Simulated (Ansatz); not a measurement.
Input file:

```yaml
crystal:
  periodic: [false, false, false]
  atoms:
    - {symbol: Hf, position_ang: [0.000000, 0.000000, 0.150300]}
    - {symbol: Cl, position_ang: [0.000000, 0.000000, -2.224700]}
    - {symbol: H, position_ang: [0.000000, 0.000000, 2.074400]}
basis:
  gaussian: {orbitals: def2-SVP}
magnetization: {spin_polarized: true, initial_magnetization: 0}
hamiltonian: {xc: {name: CAM-B3LYP}}
```

```sh
$ ansatz run in.yaml --threads 1 --pin off --events-out ev --progress --plain --max-ram 2393MiB
```

Task: Roughly how long does this take on 1 thread of Arm Neoverse V1, shared host, and how much host memory?

Result: 9.5 s wall and 0.14 GiB.

```
  # Exact exchange under (alpha + beta erf(omega r))/r, Becke's under what is left of 1/r.
535 factors; integrals over basis functions are off by at most 1.2e-3 eV
160 factors; integrals over basis functions are off by at most 7.0e-5 eV
mean field evaluation 1: about -13837.9821 eV, gradient 1.3e1 eV
mean field evaluation 2: about -13838.1600 eV, gradient 1.5e1 eV
mean field evaluation 4: about -13839.3972 eV, gradient 4.2e-1 eV
mean field evaluation 8: about -13839.4271 eV, gradient 3.4e-2 eV
mean field evaluation 16: about -13839.4724 eV, gradient 4.3e-1 eV
mean field evaluation 32: about -13839.3994 eV, gradient 4.6e-2 eV
mean field -13839.52422511 eV, -508.5931345064 hartree, gradient 3.0e-5 eV, S^2 0.547852; 6 other end points of the search recorded, 0 dependent functions left out
reference -13839.52433345 eV, -508.5931384878 hartree; 15, 15 occupied and 40, 40 virtual orbitals, 535 factors
Total energy: -13839.52433345 eV, -508.5931384878 hartree
```
